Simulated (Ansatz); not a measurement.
Born–Oppenheimer molecular dynamics of ClH3Si (5 atoms, charge 0, multiplicity 1). It starts from a relaxed structure.

Method: Ansatz, RKS revPBE-D4/def2-SVP.

```json
{"ensemble": "NVT, Langevin thermostat", "time step": "0.5 fs", "steps asked": "100", "set temperature": "700 K", "friction": "0.01 /fs", "temperature schedule": "25 steps to 700 K, then 75 steps to 10 K", "seed": "389275"}
```

First frame:

```xyz
5
Properties=species:S:1:pos:R:3
Si 0.009 0.000 -0.003
H 0.022 0.000 1.498
Cl 1.976 0.000 -0.698
H -0.687 1.229 -0.509
H -0.687 -1.229 -0.509
```

How far do the bonds stretch over the last three quarters of this one trajectory? (Pairs bonded in most of those frames.)


```
   bond  mean (Å)  spread (Å)  shortest  longest
 Si1–H2     1.502       0.067      1.41     1.61
Si1–Cl3     2.079       0.058      2.00     2.16
 Si1–H4     1.510       0.027      1.45     1.56
 Si1–H5     1.500       0.027      1.45     1.54
```

Mean temperature of the second half: 329 K. The schedule's set-point averaged 240 K over the second half and the system 329 K, so it lags behind the ramp. A run of 0.05 ps of so small a system gives no equilibrium averages.

Time of the run: 75 s on 1 thread of AMD EPYC 7R43 64-Core Processor (Zen 3), with other jobs on the host, peak memory 0.11 GiB.
